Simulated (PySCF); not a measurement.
Molecule: `C1CNC1`, C₃H₇N.

Geometry (Å), atoms numbered from 1 in this order:
```xyz
11

C    -0.0896    0.9671    0.0014
C     1.0107   -0.0545    0.3181
N    -0.0025   -1.1121    0.3545
C    -0.9961   -0.2394   -0.2761
H    -0.3997    1.5472    0.8657
H     0.0976    1.6310   -0.8386
H     1.5290    0.0613    1.2721
H     1.7538   -0.1500   -0.4820
H     0.2212   -1.9701   -0.1359
H    -1.9582   -0.2588    0.2399
H    -1.1606   -0.4189   -1.3450
```

Frames of a GFN2-xTB Langevin trajectory at 300 K; GIAO PBE0/pcSseg-1 shieldings in PySCF, gas phase, non-relativistic; equivalent atoms averaged within each frame.

δ = σ(ref) − σ, references computed at the same level: ¹³C (σ = 186.93 ppm) and ¹H (σ = 31.72 ppm) against TMS; ¹⁵N (σ = 267.73 ppm) against NH3. The references are static minima.

How do the shifts (ppm) fluctuate along the trajectory?

## Answers


```
         time (fs)  C2/C4    C1    N3  H7/H8/H10/H11  H5/H6     H9
optimised geometry   50.6  21.4  32.1           3.83   2.27   0.35
               250   46.8  20.1  29.1           3.78   2.37   0.68
               425   55.8  28.0  43.4           3.88   2.78  -0.32
               625   52.9  28.9  41.9           4.00   2.42   0.29
               800   51.8  19.9  19.4           4.07   2.36  -1.64
              1000   53.6  30.2  40.3           4.34   3.85   0.58
    mean of frames   52.2  25.4  34.8           4.01   2.76  -0.08
standard deviation    3.3   5.0  10.3           0.21   0.64   0.95
```

5 frames give an uncertainty of the mean of about the standard deviation over 2.2 at best, since frames this close in time may not be independent; classical motion lacks zero-point vibration, and the reference would need the same averaging.
